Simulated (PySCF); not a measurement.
Computed shifts of a molecule C6H6, B3LYP/pcSseg-1 (PySCF), GIAO, gas phase, atoms alike by connectivity averaged where their shifts nearly agree, in ppm (number of nuclei): ¹³C: 137.5 (6). ¹H: 7.67 (6). References: ¹³C against TMS (σ = 181.3 ppm); ¹H against TMS (σ = 31.68 ppm), references at their B3LYP-D3(BJ)/def2-TZVP geometries, non-relativistic. Coordinates come from a TPSSh-D3(BJ)/def2-SVP optimisation. One conformer was computed; it need not be the lowest.

### Question
Which molecule gave these data?
(A) c1ccccc1
(B) C#CC(=C)C=C
(C) C#C/C=C\C=C
(D) C#CC=C=CC

### Answer
A, c1ccccc1
